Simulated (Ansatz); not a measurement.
**B2H2 (singlet): from Hartree-Fock to the top rungs at distance B1–H3 = 1.077 Å, 6-31G**

The task here is to estimate one member of a computed series from the others.

Program: Ansatz 0.2.0, Gaussian basis. Level of theory: 6-31G, core rule «outside noble gas», up to 2 orbitals frozen. These are calculated values, not measurements.

The runs, in order: UHF; CCSD(T) on RHF; CCSD(T) on UHF; BCCD(T) on RHF; CISD; CCSDT(Q) on RHF; CCSDT(Q) on UHF; CCSDTQ on RHF; CASSCF and MRCISD+Q, 2 electrons in 2 orbitals; CASSCF and NEVPT2, 2 electrons in 2 orbitals; CASSCF and MRCISD+Q, 8 electrons in 10 orbitals; CASSCF and NEVPT2, 8 electrons in 10 orbitals; Full CI.

18 further runs of the same task are left out: 17 that didn't finish, 1 set aside as unsound or not needed.

## The geometry

The geometry derives from a PBE0/def2-TZVP stationary point (not a proven minimum). One bond is set to the value named and the two fragments are kept rigid.

4 atoms, charge 0, spin multiplicity 1.

Atoms are counted from 1 here; the program's logs count them from 0.

Bond lengths: B1–B2 1.762 Å, B1–H3 1.077 Å, B1–H4 1.199 Å. Angles: B2–B1–H3 121.3°, B2–B1–H4 121.3°, H3–B1–H4 117.3°.

Set-up of the first run:

The input, in.yaml:

```yaml
crystal:
  periodic: [false, false, false]
  atoms:
    - {symbol: B, position_ang: [0.000000, 0.004440, 0.755605]}
    - {symbol: B, position_ang: [0.000000, 0.004440, -1.006859]}
    - {symbol: H, position_ang: [0.000000, 0.924307, 1.315758]}
    - {symbol: H, position_ang: [0.000000, -1.019545, 1.379161]}
basis:
  gaussian: {orbitals: 6-31G}
magnetization: {spin_polarized: true, initial_magnetization: 0}
hamiltonian: {xc: hf}
output: {orbitals: {seedname: orbitals}}
```

Started as:

```console
$ ansatz run in.yaml --threads 1 --pin off --events-out ev --progress --plain --max-ram 2393MiB
```

Steps of the session up to this table: UHF; CCSD(T) on RHF; CCSD(T) on UHF; BCCD(T) on RHF; CISD; CCSDT(Q) on RHF; CCSDT(Q) on UHF; CCSDTQ on RHF; CASSCF and MRCISD+Q, 2 electrons in 2 orbitals; CASSCF and NEVPT2, 2 electrons in 2 orbitals; CASSCF and MRCISD+Q, 8 electrons in 10 orbitals; CASSCF and NEVPT2, 8 electrons in 10 orbitals; Full CI.

One table of the session follows, with a row left open; its other results are not shown here.

It belongs to the step «Misses and costs». 

```
          method  from FCI (meV)
             RHF         +3230.5
            RMP2         +1019.3
            CISD          +281.9
           RCCSD           +84.5
        RCCSD(T)           +25.8
         BCCD(T)           +25.6
          RCCSDT            +6.4
       RCCSDT(Q)            +2.5
         RCCSDTQ               ?
     CASSCF pair         +2738.0
     NEVPT2 pair          +864.1
     MRCISD pair          +196.3
   MRCISD+Q pair           +10.9
  CASSCF valence          +914.1
  NEVPT2 valence          +260.0
  MRCISD valence           +22.0
MRCISD+Q valence            +4.2
             FCI               0
```

Estimate the missing values for RCCSDTQ.

**Answer.** from FCI (meV): +0.2. In the column «from FCI (meV)» it lies between FCI (0) and RCCSDT(Q) (+2.5).

Left out of the table: UHF, UMP2, UCCSD, UCCSD(T), UCCSDT, UCCSDT(Q) (another determinant or state than the rows shown).
